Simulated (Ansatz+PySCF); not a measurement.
The numbers below are computed, except where a source is named.
This PySCF input gave a total energy of -79.47671 hartree.

```python
from pyscf import gto, scf, mp

mol = gto.M(atom="""
C 0.003360 0.005370 -0.751830
C -0.005570 -0.008130 0.757860
H 0.003630 -1.019090 -1.157170
H -0.884620 0.510940 -1.174820
H 0.880300 0.506070 -1.160300
H 0.004710 1.032640 1.163550
H -0.894940 -0.515480 1.160510
H 0.884110 -0.502360 1.165590
""", basis='def2-svp', charge=0, spin=0)
mf = scf.RHF(mol)
mf.kernel()
pt = mp.MP2(mf, frozen=2).run()
print(mf.e_tot, pt.e_corr, pt.e_tot)
```

(1) Write an input for Ansatz with the same method and basis set.

Answers

(1)

```yaml
crystal:
  periodic: [false, false, false]
  atoms:
    - { symbol: C, position_ang: [0.00336, 0.00537, -0.75183] }
    - { symbol: C, position_ang: [-0.00557, -0.00813, 0.75786] }
    - { symbol: H, position_ang: [0.00363, -1.01909, -1.15717] }
    - { symbol: H, position_ang: [-0.88462, 0.51094, -1.17482] }
    - { symbol: H, position_ang: [0.8803, 0.50607, -1.1603] }
    - { symbol: H, position_ang: [0.00471, 1.03264, 1.16355] }
    - { symbol: H, position_ang: [-0.89494, -0.51548, 1.16051] }
    - { symbol: H, position_ang: [0.88411, -0.50236, 1.16559] }
basis:
  gaussian: { orbitals: def2-SVP }
hamiltonian:
  xc: hf
correlation:
  method: mp2
  frozen_orbitals: { C: 1, H: 0 }
scf:
  omitted_lower_state_checks: [stability, starts, atomic_configurations, cluster_reference, orbital_swaps, given_window_search, neighbouring_geometries, increment]
```

Ansatz (development build ahead of 0.2.0) gave -79.47671 hartree, 0.05 meV from the first.
